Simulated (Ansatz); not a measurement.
Input file for `CON`:

```yaml
crystal:
  periodic: [false, false, false]
  atoms:
    - {symbol: C, position_ang: [-0.635615, 0.746141, -0.298683]}
    - {symbol: O, position_ang: [0.120463, 0.121142, 0.708833]}
    - {symbol: N, position_ang: [0.779712, -1.002338, 0.150247]}
    - {symbol: H, position_ang: [-1.396928, 0.071874, -0.705811]}
    - {symbol: H, position_ang: [0.000706, 1.096857, -1.118480]}
    - {symbol: H, position_ang: [-1.121621, 1.600202, 0.176786]}
    - {symbol: H, position_ang: [1.763840, -0.849450, 0.355413]}
    - {symbol: H, position_ang: [0.489433, -1.784418, 0.731695]}
basis:
  gaussian: {orbitals: def2-TZVPP}
correlation: {method: ccsd_t}
output: {orbitals: {seedname: orbitals}}
```

```sh
$ ansatz run in.yaml --threads 2 --pin off --events-out ev --progress --plain --max-ram 32768MiB --backend cuda --devices 0, --max-vram 18GiB
```

Log, shortened:

```
Functional definition: HF
971 factors; integrals over basis functions are off by at most 1.2e-3 eV
mean field evaluation 1: about -4626.6431 eV, gradient 2.6e1 eV
mean field evaluation 2: about -4626.6464 eV, gradient 2.6e1 eV
mean field evaluation 4: about -4628.2661 eV, gradient 3.2e0 eV
mean field evaluation 8: about -4628.2926 eV, gradient 4.4e-4 eV
mean field -4628.29264577 eV, -170.0866175627 hartree, gradient 1.7e-6 eV, S^2 0.000000; 0 other end points of the search recorded, 0 dependent functions left out
3 core orbitals not correlated: weight in the atoms' cores, before any rotation towards them, 1.000 or more for the frozen orbitals, at most 0.000 for the correlated occupied ones
reference -4628.29264577 eV, -170.0866175627 hartree; 10, 10 occupied and 150, 150 virtual orbitals, 971 factors
second order -17.23446384 eV of doubles, -0.00000000 eV of singles
cycle   1  -17.42248582 eV  change   -1.9e-1 eV  update   7.9e-2
cycle   2  -17.83984741 eV  change   -4.2e-1 eV  update   2.2e-2
cycle   3  -17.91813195 eV  change   -7.8e-2 eV  update   1.0e-2
cycle   4  -17.91284346 eV  change    5.3e-3 eV  update   2.3e-3
cycle   5  -17.91391615 eV  change   -1.1e-3 eV  update   9.9e-4
cycle   6  -17.91426879 eV  change   -3.5e-4 eV  update   3.1e-4
cycle   7  -17.91409181 eV  change    1.8e-4 eV  update   1.2e-4
cycle   8  -17.91407956 eV  change    1.2e-5 eV  update   4.1e-5
cycle   9  -17.91407865 eV  change    9.1e-7 eV  update   1.2e-5
perturbative correction -0.65965722 eV, -0.0242419556 hartree
Total energy: -4646.86638164 eV, -170.7691897662 hartree
```

Hardware: 2 threads of an AMD EPYC 7R13 on a shared host and a share of an NVIDIA H100 80 GB. Wall time 3.1 s, peak host memory 0.78 GiB.

The correlation energy is -18.574 eV, 3.6 % of it from (T); the T1 diagnostic reads 0.0099.
